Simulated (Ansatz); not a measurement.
Relaxation of AlH3O2 (6 atoms, charge 0, multiplicity 1), to a largest force component of 0.02 eV/Å in at most 50 steps.

Method: RKS PBE-D4/def2-SVP (Ansatz 0.2.0).

```xyz
6
Properties=species:S:1:pos:R:3:forces:R:3
O -1.236 -0.878 -0.694 0.44 2.07 0.56
Al 0.163 0.202 -0.278 -0.31 -0.83 0.88
O 0.757 0.244 1.435 0.38 -0.95 -1.70
H -1.989 -0.226 -0.572 0.38 -1.03 -0.22
H 0.890 1.067 -1.423 -0.14 -0.10 0.20
H 1.456 -0.473 1.486 -0.75 0.83 0.28
```

Task: Where does it end, and by what steps?

Result: It converged. After 8 steps the energy has fallen by 0.647 eV; H4 moved furthest, 0.73 Å.

```tsv
step	energy less start (eV)	largest force component (eV/Å)	accepted
0	0.0000	2.074	yes
1	-0.1727	1.374	yes
2	-0.2915	1.929	yes
3	-0.5039	0.571	yes
4	-0.6051	0.648	yes
5	-0.6128	0.526	yes
6	-0.6199	0.458	yes
7	-0.6465	0.024	yes
8	-0.6470	0.002	yes
```

```xyz
6
Properties=species:S:1:pos:R:3
O -1.293 -0.311 -0.777
Al 0.267 0.304 -0.415
O 1.122 0.064 1.052
H -1.860 -0.847 -0.203
H 0.977 1.165 -1.530
H 0.829 -0.439 1.826
```

Run time: 14 s on 1 CPU thread of a shared host.
